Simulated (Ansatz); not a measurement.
A made-up structure of C2H3S, doublet:

```json
{"atom": "C1", "x (Å)": "-0.2972", "y (Å)": "0.3312", "z (Å)": "-0.2598"}
{"atom": "C2", "x (Å)": "1.3678", "y (Å)": "-1.3581", "z (Å)": "1.2948"}
{"atom": "S3", "x (Å)": "0.4315", "y (Å)": "-0.8683", "z (Å)": "0.1469"}
{"atom": "H4", "x (Å)": "-1.3612", "y (Å)": "0.0913", "z (Å)": "-0.3539"}
{"atom": "H5", "x (Å)": "0.0329", "y (Å)": "0.6311", "z (Å)": "-1.2596"}
{"atom": "H6", "x (Å)": "-0.1739", "y (Å)": "1.1727", "z (Å)": "0.4316"}
```

It is relaxed with PBE-D4/def2-SVP and then PBE0-D4/def2-TZVP (Ansatz 0.2.0). Atoms count as bonded within 1.22 times the sum of their covalent radii (H–H: 0.88 Å). The end point is not checked to be a true minimum.

(1) Does its bonding change? (A judgement: the text doesn't fix the answer.)

Results:

(1) The calculation gives: No: no bond forms or breaks.

Where it ends: The first stage lowers the energy by 3.08 eV in 8 steps. It ends as C₂H₃S ([C][S][CH3]):
```
atom    x (Å)    y (Å)    z (Å)
  C1  -0.3379   0.3633  -0.3034
  C2   1.3296  -1.1017   1.3894
  S3   0.4879  -1.2426   0.0098
  H4  -1.4135   0.1920  -0.3370
  H5   0.0111   0.7440  -1.2629
  H6  -0.0772   1.0450   0.5041
```

Labels in which every atom is bracketed show which atoms are joined, not bond orders.

For scale, one of the runs: PBE0-D4/def2-TZVP relaxation, 117 basis functions, launched by `ansatz run in.yaml --threads 2 --pin off --events-out ev --progress --plain --max-ram 4352MiB`. Hardware: 2 CPU threads of an Arm Neoverse V1, shared host. Wall time about 17 s.
